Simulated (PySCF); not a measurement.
Published values to compare with (the computed states carry no symmetry labels, so the two lists aren't matched line by line):

| state | E (eV) | f | kind of transition | source |
| --- | --- | --- | --- | --- |
| 3B1g(n→π*) | 2.51 |  | vertical absorption | [1] |
| 3B1g(n→π*) | 2.58 |  | vertical absorption | [2] |
| 3Au(n→π*) | 2.62 |  | vertical absorption | [1] |
| 3Au(n→π*) | 2.72 |  | vertical absorption | [2] |
| 1B1g(n→π*) | 2.75 |  | vertical absorption | [1] |
| 1B1g(n→π*) | 2.82 |  | vertical absorption | [2] |
| 1Au(n→π*) | 2.85 |  | vertical absorption | [1] |
| 1Au(n→π*) | 2.96 |  | vertical absorption | [2] |
| 3B1u(π→π*) | 2.96 |  | vertical absorption | [1] |
| 3B1u(π→π*) | 3.12 |  | vertical absorption | [2] |
| 3B3g(π→π*) | 3.41 |  | vertical absorption | [1] |
| 3B3g(π→π*) | 3.46 |  | vertical absorption | [2] |
| 1B3g(π→π*) | 4.59 |  | vertical absorption | [1] |
| 1B1u(π→π*) | 5.62 |  | vertical absorption | [1] |
| 1B3u(partial double) | 5.66 |  | vertical absorption | [3] |
| 1B2g(partial double) | 5.76 |  | vertical absorption | [3] |
| 1B3u(n→π*) | 5.83 |  | vertical absorption | [1] |
| 1B2g(n→π*) | 5.95 |  | vertical absorption | [2] |
| 1Au(partial double) | 6.08 |  | vertical absorption | [3] |
| 1B2g(n→π*) | 7.22 |  | vertical absorption | [2] |
| 1B3g(π→π*) | 7.28 |  | vertical absorption | [1] |
| 1B1u(π→π*) | 7.82 |  | vertical absorption | [1] |

[1] computed, CC3/TZVP, gas; arXiv:2401.06101 (2024), CC3 reference column of Thiel's set
[2] computed, theoretical best estimate (aug-cc-pVTZ, frozen core, CC3 geometry), gas; Veril, Scemama, Caffarel, Lipparini, Boggio-Pasqua, Jacquemin, Loos, WIREs Comput. Mol. Sci. 2021, 11, e1517 (QUESTDB)
[3] computed, theoretical best estimate (aug-cc-pVTZ), gas; Kossoski, Boggio-Pasqua, Loos, Jacquemin, double excitations: improvement and extension (2024), arXiv:2403.19597

Species: benzoquinone, C₆H₄O₂.
Cartesian coordinates in Å at the PBE0-D3(BJ)/def2-SVP level; atoms count from 1:
```
atom  x, y, z in Å
O1    -0.7829   -2.5523   -0.0036
C2    -0.4202   -1.3936   -0.0063
C3     1.0189   -1.0337   -0.0103
C4     1.4216    0.2466   -0.0173
C5     0.4471    1.3650   -0.0170
O6     0.8137    2.5225   -0.0180
C7    -0.9922    1.0053   -0.0141
C8    -1.3948   -0.2751   -0.0072
H9     1.7188   -1.8730   -0.0091
H10    2.4756    0.5350   -0.0215
H11   -1.6918    1.8448   -0.0160
H12   -2.4487   -0.5640   -0.0036
```

Method: TDDFT PBE0/def2-SVPD, vertical, gas phase, core orbitals frozen in the response (PySCF).

Computed singlets: 2.56 eV (f 0.000); 2.82 eV (f 0.000); 3.95 eV (f 0.000); 5.06 eV (f 0.339); 5.60 eV (f 0.001); 5.94 eV (f 0.000); 6.08 eV (f 0.000); 6.33 eV (f 0.000); 6.76 eV (f 0.000); 6.77 eV (f 0.000). Computed triplets (Tamm–Dancoff): 2.07, 2.32, 2.82, 2.95 eV.

How does the lowest computed singlet compare with the best estimate listed for the lowest singlet (vertical absorption)?

2.56 eV against 2.82 eV for 1B1g(n→π*) [2]: a difference of -0.26 eV. Geometry and basis of the two calculations needn't be the same.

How does the lowest computed triplet compare with the best estimate listed for the lowest triplet (vertical absorption)?

2.07 eV against 2.58 eV for 3B1g(n→π*) [2]: a difference of -0.51 eV. Geometry and basis of the two calculations needn't be the same.

Note on [3]: supersedes the 2021 QUESTDB value where one exists.

States of double-excitation character are out of reach of adiabatic linear-response TDDFT and have no counterpart, or a poor one, in the computed list.

All these states lie below the vertical ionisation energy of 10.03 eV (ΔSCF).
